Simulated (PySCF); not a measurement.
## C2: one state, many levels of theory

State: ³Πu (triplet), unpaired electrons σ ↑, π ↑. Set-up: C aug-cc-pVDZ; no relativity (PySCF 2.14). De refers to C + C in their high-spin ground configurations, without counterpoise correction. The functionals are run spin-unrestricted.

| Level | Re (Å) | ωe (cm⁻¹) | De (eV) |
| --- | --- | --- | --- |
| UHF | 1.300 | 1793 | 2.96 |
| UHF-MP2 | 1.336 | 1638 | 5.90 |
| UHF-SCS-MP2 | 1.332 | 1663 | 5.65 |
| UHF-CCSD | 1.333 | 1646 | 5.24 |
| UHF-CCSD(T) | 1.341 | 1605 | 5.56 |
| PBE | 1.327 | 1643 | 6.77 |
| BP86 | 1.328 | 1631 | 6.67 |
| r²SCAN | 1.319 | 1687 | 6.18 |
| r²SCANh | 1.316 | 1706 | 5.98 |
| PBE0 | 1.314 | 1709 | 6.16 |
| r²SCAN0 | 1.310 | 1732 | 5.70 |
| LC-ωPBE | 1.307 | 1753 | 5.79 |

The bond length runs from 1.300 Å (UHF) to 1.341 Å (UHF-CCSD(T)). De spans 2.96 eV (UHF, mean field) to 6.77 eV (PBE, GGA). Correlation at CCSD(T) changes the Hartree–Fock bond energy by +2.60 eV; the triples alone change it by +0.32 eV.

Correlated steps freeze 2 core orbitals. Correlated levels converge slowly with the basis: in double zeta they bind strong bonds too weakly, by up to about 1 eV, and carry superposition errors of some tenths. The state was picked by a PBE0 search and need not be the measured ground state.

The whole job (state search and all levels along the bond) took about 1.4 min on 1 thread of Intel Xeon Platinum 8488C (shared host), peak memory 0.61 GiB.
